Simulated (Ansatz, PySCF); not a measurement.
System: C2H7N, charge 0, singlet. C2H7N (ethanamine, SMILES CCN).
B3LYP-D3(BJ)/def2-TZVP minimum from Ansatz (an electronic-structure program):
```
C
H 1 1.0932
H 1 1.0932 2 106.13
N 1 1.4627 2 107.63 3 115.01
H 4 1.0142 1 110.48 2 64.07
H 4 1.0142 5 106.70 1 -120.14
C 1 1.5281 2 109.64 3 -118.33
H 7 1.0931 1 110.87 2 -62.07
H 7 1.0931 8 107.82 1 121.53
H 7 1.0933 8 107.89 9 116.28
```
Charge 0, spin multiplicity 1.

Total energies in hartree (Ansatz). UHF or UKS for unpaired electrons; spin-orbit terms are left out. Correlated methods leave the cores frozen. No relativity. Where a partner has so few electrons that a lower coupled-cluster level is exact, that level stands in.

```tsv
species	HF/cc-pVTZ	CCSD(T)/cc-pVTZ	HF/cc-pVQZ	CCSD(T)/cc-pVQZ	CCSD(T)/cc-pVDZ	CCSDT(Q)/cc-pVDZ
1: C2H7N (SMILES CCN)	-134.30393	-134.93930	-134.31373	-134.98187	-134.78754	-134.78911
2: C (triplet)	-37.69157	-37.78076	-37.69331	-37.78654	-37.76038	-37.76071
3: N (quartet)	-54.40069	-54.51471	-54.40372	-54.52482	-54.47850	-54.47866
4: H (doublet)	-0.49981	-0.49981	-0.49995	-0.49995	-0.49928	-0.49928
```

Question: Work out the enthalpy of formation at 298 K (by atomisation, with ideal-gas terms from PySCF's Hessian at B3LYP-D3(BJ)/def2-TZVP and the atoms' measured values of the G2/97 table; no spin-orbit terms) in kJ/mol: take Hartree-Fock from cc-pVQZ, extrapolate the CCSD(T) correlation energy as X^-3 (X = 3, 4), and add CCSDT(Q) - CCSD(T) in cc-pVDZ. The further terms named in the bracket sum to +1.38105 hartree. 1 hartree = 2625.5 kJ/mol.

Answer: 
Species 1: correlation (64·(-0.66814) - 27·(-0.63537))/37 = -0.69205; step -0.00157; E1 = -134.31373 + (-0.69205) + (-0.00157) = -135.00735
Species 2: correlation (64·(-0.09323) - 27·(-0.08919))/37 = -0.09618; step -0.00033; E2 = -37.69331 + (-0.09618) + (-0.00033) = -37.78982
Species 3: correlation (64·(-0.12110) - 27·(-0.11402))/37 = -0.12627; step -0.00016; E3 = -54.40372 + (-0.12627) + (-0.00016) = -54.53015
Species 4: correlation (64·(0.00000) - 27·(0.00000))/37 = 0.00000; step +0.00000; E4 = -0.49995 + (0.00000) + (+0.00000) = -0.49995
+1·E1 -2·E2 -1·E3 -7·E4 +1.38105 = -0.01686 hartree = -44.3 kJ/mol. Measured: -11.3 kcal/mol, -47.3 kJ/mol (G2/97 table in ASE (Curtiss et al.)); atomic spin-orbit terms, which the calculations lack, would raise the computed values. The composite differs from it by +3.0 kJ/mol; core, relativistic and spin-orbit terms are not in it.
